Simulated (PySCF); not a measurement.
Gas-phase reaction: 2 BH + NH₂ + N = 2 HBNH

Method: PySCF energies (xtb for GFN2) plus ideal-gas RRHO corrections (1 bar). † marks an energy on the PBE0/def2-TZVP geometry and frequencies; other levels use their own. Open shells (unrestricted): NH₂ (multiplicity 2), N (multiplicity 4); the rest are closed-shell singlets. GFN2 has no spin-polarisation term. B3LYP is the form with VWN-RPA correlation. HBNH: computed as isolated molecules; such fragments, hydroxides, amides, oligomers or adducts are transient or little studied in the gas.

GFN2-xTB gives ΔH°(298 K) = -2067 kJ.

Task: What do M06-2X/def2-TZVP†, PBE/def2-TZVP†, B3LYP/def2-TZVP† give?

Result: M06-2X/def2-TZVP†: -1478 kJ; PBE/def2-TZVP†: -1548 kJ; B3LYP/def2-TZVP†: -1475 kJ. For scale, ΔH°(298 K) is -2067 kJ at this level, -1471 kJ at ωB97M-V/def2-TZVP†, and runs from -2067 to -1014 kJ over the 20 levels computed († marks an energy on the PBE0/def2-TZVP geometry).
